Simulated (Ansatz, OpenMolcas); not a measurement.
# How methods differ on BH2Cl (SMILES BCl)

BH2Cl: 4 atoms, total charge 0, spin state singlet. SMILES: `BCl`. The coordinates come from a PBE0-D4/def2-TZVP relaxation.

| atom | x (Å) | y (Å) | z (Å) |
| --- | --- | --- | --- |
| B | -0.1167 | 0.0217 | -0.0753 |
| Cl | 1.3650 | -0.3953 | 0.7212 |
| H | -1.1062 | -0.5595 | 0.2404 |
| H | -0.0866 | 0.8728 | -0.9066 |

Quantity: the energy change with the B1–Cl2 bond stretched from 1.733 to 3.466 Å, in eV. The values are calculated.

```tsv
level	kind	program	value (eV)	less FCI/STO-3G	CPU time (all runs)
PBE/STO-3G (restricted)	GGA	Ansatz	6.05	+0.74	1.8 s
revPBE/STO-3G (restricted)	GGA	Ansatz	5.88	+0.57	1.6 s
BHLYP/STO-3G (restricted)	global hybrid	Ansatz	7.01	+1.70	1.4 s
PBE0/STO-3G (restricted)	global hybrid	OpenMolcas	6.65	+1.34	8.3 s
CASPT2(2,2)/STO-3G	multireference	OpenMolcas	5.32	+0.01	3.3 s
MRCI(2,2)/STO-3G	multireference	OpenMolcas	5.28	-0.03	3.5 s
CCSD(T)/STO-3G (restricted)	coupled cluster or CI	Ansatz	5.11	-0.20	0.23 s
CCSDT(Q)/STO-3G (restricted)	coupled cluster or CI	Ansatz	5.32	+0.01	0.43 s
FCI/STO-3G	exact in the basis	Ansatz	5.31	0.00	0.78 s
```

FCI/STO-3G is exact within its basis and frozen core, so for wave-function methods in that basis the difference is their error; functionals converge differently with the basis, so for them it is only a difference. The first shape isn't each level's own minimum. The values span 5.11 to 7.01 eV. All rows use very small basis sets, so even the best lies far from the true value. CPU times are rough (shared hosts, several kinds of processor): they show what a rung costs within a factor of a few.
